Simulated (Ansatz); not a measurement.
Results of LDA (PAW; Ansatz, a first-principles code) for fcc Sr.

Run with plane-wave cutoff 520 eV, 16×16×16 k mesh, Fermi–Dirac smearing 0.05 eV, scalar-relativistic PAW data made under PBE.

Energies at three volumes about the minimum:

| V (Å³/atom) | E − E_lowest (meV/atom) |
|---|---|
| 47.628 | 0.86 |
| 48.600 | 0.00 |
| 49.572 | 0.83 |

### Question
Fit a parabola by hand: where is the minimum, what lattice constant follows, and what is the bulk modulus?

### Answer
Slopes: (0.00 − 0.86)/(48.600 − 47.628) = -0.885 and (0.83 − 0.00)/(49.572 − 48.600) = 0.854 meV/Å³. Curvature E″ = 2 × (0.854 − (-0.885))/(49.572 − 47.628) = 1.789 meV/Å⁶. From the middle of the first interval, the slope vanishes at V0 = 48.1140 − (-0.885)/1.789 = 48.609 Å³/atom. B = V0 E″ = 48.609 × 1.789 meV/Å³ × 0.1602 GPa per meV/Å³ = 13.9 GPa. With 4 atoms in the cube, a = (4 × 48.609)^(1/3) = 5.793 Å. The full Birch–Murnaghan fit to all volumes gives V0 = 48.594 Å³/atom and B0 = 14.0 GPa.

Measured, for comparison: bulk modulus 12.5 GPa (corrected for temperature and zero-point phonon effects, sources range from 12.0 to 12.5; as tabulated in Levämäki et al. (2014), arXiv:1402.3671); lattice constant a 6.045 Å (low-temperature or extrapolated to 0 K; zero-point anharmonic expansion removed; as tabulated in Csonka et al. (2009), arXiv:0903.4037). Computed less measured: bulk modulus +12 % (+12 % to +17 % over the range).
